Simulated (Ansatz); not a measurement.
Isomers of C3H10Si, relaxed with PBE0-D4/def2-TZVP in Ansatz; electronic energies, one conformer each and not always the lowest. Functionals use def2-TZVPP; CBS adds triple-zeta CCSD(T) − MP2 to the MP2 limit of def2-TZVPP and def2-QZVPP.

(1) Order them by energy at frozen-core CCSD(T)/CBS, lowest first. (Estimate.)
A. `CC[SiH2]C`
B. `C[SiH](C)C`
C. `CC(C)[SiH3]`
D. `CCC[SiH3]`

(2) How do B3LYP, ωB97M-V, B3LYP-D4, r2SCAN-D4 place them (kJ/mol, against `C[SiH](C)C`)? (Estimate.)

Answers

(1) B (0.0 kJ/mol), A (54.7 kJ/mol), D (94.7 kJ/mol), C (98.8 kJ/mol).

(2) Ansatz gave: 
| isomer | B3LYP | ωB97M-V | B3LYP-D4 | r2SCAN-D4 |
| --- | --- | --- | --- | --- |
| `CC[SiH2]C` | 54.0 | 56.2 | 54.0 | 58.4 |
| `CC(C)[SiH3]` | 101.3 | 102.2 | 99.1 | 106.2 |
| `CCC[SiH3]` | 93.9 | 98.3 | 95.0 | 101.9 |

B3LYP here is the variant with VWN-RPA as its local correlation; programs differ in this.
